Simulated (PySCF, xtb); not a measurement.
O2, SMILES O=O (connectivity only; charge and spin as stated), charge -1, multiplicity 2.

Harmonic wavenumbers (cm⁻¹) from GFN2-xTB run with xtb at its own minimum, in rising order: 1312.

**Question.** What does PySCF 2.14.0 with PBE-D3(BJ)/def2-TZVPD give at its own minimum? (The exact figures need the calculation; the answer reports its results.)

**Answer.** 1108. Paired by order, the mean absolute difference is 204 cm⁻¹ and the zero-point energies are 1.9 and 1.6 kcal/mol.
